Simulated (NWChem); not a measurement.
**Correlation energy of Be**

```
Be
```
Charge 0, spin multiplicity 1.

Program: NWChem.

Basis set: cc-pVTZ. Each correlation energy counts from its own Hartree-Fock reference.

The correlated methods keep 1 core orbital frozen. Coupled-cluster values serve here as a point of comparison, not as the truth.

**Question.** Order these methods by the correlation energy they give, lowest first: CCSDT, SCS-MP2, MP2.

**Answer.** CCSDT (-45.6 mHa), SCS-MP2 (-33.8 mHa), MP2 (-28.2 mHa)
